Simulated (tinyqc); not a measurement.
Extended Hueckel theory, for BH3, step by step. One step of it, computed by the program tinyqc.

Task: Orbitals. Solve H C = S C e through S^(-1/2); fill by pairs from the bottom, a degenerate level sharing its electrons equally; each orbital has its largest coefficient positive (the first on a tie).

H (eV), lower triangle:
```
             1B 2s      1B 2px     1B 2py     1B 2pz       2H 1s       3H 1s       4H 1s
1B 2s   -15.200000
1B 2px    0.000000   -8.500000
1B 2py    0.000000    0.000000  -8.500000
1B 2pz    0.000000    0.000000   0.000000  -8.500000
2H 1s   -12.628286  -10.434398   0.000000   0.188411  -13.600000
3H 1s   -12.633131    5.215662  -9.039882   0.188518   -2.384118  -13.600000
4H 1s   -12.633131    5.215662   9.039882   0.188518   -2.384118   -2.383500  -13.600000
```

overlap S, lower triangle:
```
           1B 2s     1B 2px     1B 2py     1B 2pz     2H 1s     3H 1s     4H 1s
1B 2s   1.000000
1B 2px  0.000000   1.000000
1B 2py  0.000000   0.000000   1.000000
1B 2pz  0.000000   0.000000   0.000000   1.000000
2H 1s   0.501122   0.539594   0.000000  -0.009743  1.000000
3H 1s   0.501315  -0.269717   0.467479  -0.009749  0.100173  1.000000
4H 1s   0.501315  -0.269717  -0.467479  -0.009749  0.100173  0.100147  1.000000
```

valence electrons = 6

Give: orbital energies; occupations; coefficients; sum of one-electron energies.

Result:

orbital energies (eV): -19.6497  -14.4335  -14.4324  -8.5014  10.1652  10.1952  22.7645

occupations: 2.0000  2.0000  2.0000  0.0000  0.0000  0.0000  0.0000

coefficients:
```
           MO1      MO2      MO3      MO4      MO5      MO6      MO7
1B 2s   0.5251   0.0000   0.0000   0.0171   0.0007   0.0000   1.5534
1B 2px  0.0000   0.0000   0.3943   0.0000   1.3369   0.0000  -0.0008
1B 2py  0.0000   0.3942   0.0000   0.0000   0.0000   1.3375   0.0000
1B 2pz  0.0002   0.0000   0.0000   0.9998   0.0000   0.0000  -0.0322
2H 1s   0.2799   0.0000   0.5893  -0.0045  -1.0456   0.0000  -0.8167
3H 1s   0.2800   0.5102  -0.2945  -0.0045   0.5221  -0.9056  -0.8181
4H 1s   0.2800  -0.5102  -0.2945  -0.0045   0.5221   0.9056  -0.8181
```

sum of one-electron energies = -97.0313 eV
